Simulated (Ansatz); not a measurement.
C₂H₂F₄, SMILES `FC(F)C(F)F`, relaxed with RKS PBE-D4/def2-SVP in the Gaussian-basis code of Ansatz from a rough embedded geometry. The force threshold is 0.03 eV/Å; the program also tests the step.

Charge 0, multiplicity 1.

Start:

```xyz
8

F    -0.902    1.418   -0.615
C    -0.354    0.168   -0.666
F     0.547    0.178   -1.679
C     0.341   -0.171    0.630
F     0.908   -1.424    0.653
F    -0.544   -0.159    1.694
H    -1.127   -0.537   -0.903
H     1.131    0.526    0.886
```

Task: By how much does the energy fall, and how many steps does the optimiser take? (An estimate is asked.)

Result: The calculation gave: 15.62 kJ/mol, in 4 steps.

Task: Which bonds change most? (Best estimate.)

Result: Computed: C2–H7 from 1.073 to 1.115 Å; C4–H8 from 1.084 to 1.115 Å; C4–F6 from 1.384 to 1.360 Å; C2–C4 from 1.509 to 1.532 Å.

Task: Give the relaxed structure. (Best estimate.)

Result: Ansatz gave: 
```xyz
8

F    -0.885    1.411   -0.576
C    -0.349    0.165   -0.662
F     0.576    0.151   -1.659
C     0.349   -0.165    0.662
F     0.883   -1.412    0.577
F    -0.575   -0.148    1.660
H    -1.153   -0.575   -0.887
H     1.154    0.573    0.885
```
